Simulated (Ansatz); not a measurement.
# Scan of [H···H···CH₃], doublet

Starting geometry:

```xyz
6

H    -1.8667    0.0000    0.0000
H    -1.1217    0.0000    0.0000
C     0.2003    0.0000    0.0000
H     0.2003   -1.0800    0.0000
H     0.2003    0.5400    0.9353
H     0.2003    0.5400   -0.9353
```

From there H2 is moved from one fragment to the other while all else, the fragments' distance too, stays fixed; atoms are numbered as listed. Energies are in kJ/mol, counted from the starting geometry at the same level.

Basis 6-31G; Ansatz 0.2.0. Correlated methods freeze the noble-gas cores. R marks a restricted (for open shells ROHF) determinant, U an unrestricted one. Active spaces: valence = (9e, 9o) chosen from the atoms' valence shells.

Runs in a small pair space aren't shown, since their orbitals change along the scan.

Full CI is exact within this basis and frozen core; it isn't the basis-set limit. The frozen core follows each run's orbitals, which can shift R against U totals by a few meV.

```csv
distance H1-H2 (Å),full CI,unpaired electrons (full CI),error RMP2,error UMP2,error CASSCF (valence space),error NEVPT2 (valence space),error MRCISD (valence space),error MRCISD+Q (valence space)
0.693,3.4,1.02,-0.2,-0.8,0.2,0.4,0.1,0.1
0.745,0.0,1.02,0.0,0.0,0.0,0.0,0.0,0.0
0.778,1.2,1.02,-0.6,0.3,-0.2,-0.2,-0.1,-0.1
0.811,4.0,1.03,-2.0,0.2,-0.5,-0.4,-0.1,-0.1
0.844,7.9,1.03,-4.1,-0.2,-0.9,-0.5,-0.1,-0.1
0.878,12.8,1.03,-6.1,-1.0,-1.4,-0.5,-0.2,-0.2
0.911,18.3,1.03,-7.2,-2.2,-2.0,-0.5,-0.2,-0.2
0.944,24.9,1.03,-7.7,-3.7,-2.8,-0.5,-0.2,-0.1
0.977,33.1,1.02,-8.3,-5.3,-3.6,-0.4,-0.2,-0.1
```

Unpaired electrons are Σ n²(2−n)² over natural occupations. Errors are those of relative energies. In total energy the starting point itself misses full CI by: RMP2 70.8, UMP2 69.1, CASSCF (valence space) 117.4, NEVPT2 (valence space) 26.8, MRCISD (valence space) 2.8, MRCISD+Q (valence space) 0.5 kJ/mol.

Spread of the error over the points with a reference, to 0.977 Å (largest less smallest): MRCISD+Q (valence space) 0.3, MRCISD (valence space) 0.3, NEVPT2 (valence space) 1.0, CASSCF (valence space) 3.7, UMP2 5.5, RMP2 8.3 kJ/mol.
